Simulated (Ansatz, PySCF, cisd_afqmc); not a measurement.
Species: CH, charge 0, doublet. CH (SMILES [CH], doublet).
B3LYP-D3(BJ)/def2-TZVP minimum from Ansatz (a quantum-chemistry and plane-wave program):
```xyz
2

C      0.0000     0.0000    -0.1605
H      0.0000     0.0000     0.9630
```
Charge 0, spin multiplicity 2.

Atomisation energy term by term, kcal/mol (programs: Ansatz, cisd_afqmc). Open shells are spin-unrestricted; no spin-orbit coupling. Correlated methods leave the cores frozen. Rows without X2C or -DK are non-relativistic. AFQMC/CISD: phaseless, guided by CISD from CCSD amplitudes; bars are statistical, one sigma. Outlying blocks are dropped, and bars are widened where a walk drifts. Over all cases where full CI ran beside it in this data, AFQMC minus full CI had a median of +0.1 mEh and passed +0.4 mEh in a tenth of the cases. CBS(X,Y): correlation extrapolated as X^-3, Hartree-Fock from the larger set (Q,5: extrapolated as (X+1)exp(-9√X)). A bracket is a step between two methods taken in the basis named. 'core' is core correlation in cc-pwCVTZ, 'X2C' scalar relativity in cc-pVTZ-DK, both at CCSD(T). Full CI freezes restricted core orbitals, also for open shells; the composite that ends in it estimates full CI at the basis-set limit. For partners of very few electrons the exact lower level stands in for a higher one. The UHF reference of CH ([CH], doublet) is spin-contaminated (<S^2> up to 0.35 over the pure value in the sets run).

```
term                                                          basis  kcal/mol
-----------------------  ------------------------------------------  --------
Hartree-Fock                                   CBS(cc-pVQZ,cc-pV5Z)     59.01
CCSD correlation                               CBS(cc-pVQZ,cc-pV5Z)     23.69
(T)                                            CBS(cc-pVQZ,cc-pV5Z)      0.99
CCSDT(Q) - CCSD(T)                                          cc-pV5Z      0.35
FCI - CCSDT(Q)                                              cc-pVTZ      0.01
core correlation                                          cc-pwCVTZ      0.15
scalar relativity                                   X2C, cc-pVTZ-DK     -0.04
minus zero-point energy  Hessian by PySCF at B3LYP-D3(BJ)/def2-TZVP     -4.04
sum: D0                                                                  80.1
```

The step beyond CCSD(T) by other levels: FCI in cc-pVDZ 0.36; CCSDTQ in cc-pVDZ 0.33; AFQMC/CISD in cc-pVDZ -0.06 ± 0.09; CCSDT(Q) in cc-pVDZ 0.33; FCI in cc-pVTZ 0.36; CCSDTQ in cc-pVTZ 0.35; AFQMC/CISD in cc-pVTZ -0.03 ± 0.06; CCSDT(Q) in cc-pVTZ 0.35; AFQMC/CISD in cc-pVQZ -0.02 ± 0.08; CCSDT(Q) in cc-pVQZ 0.35 kcal/mol.
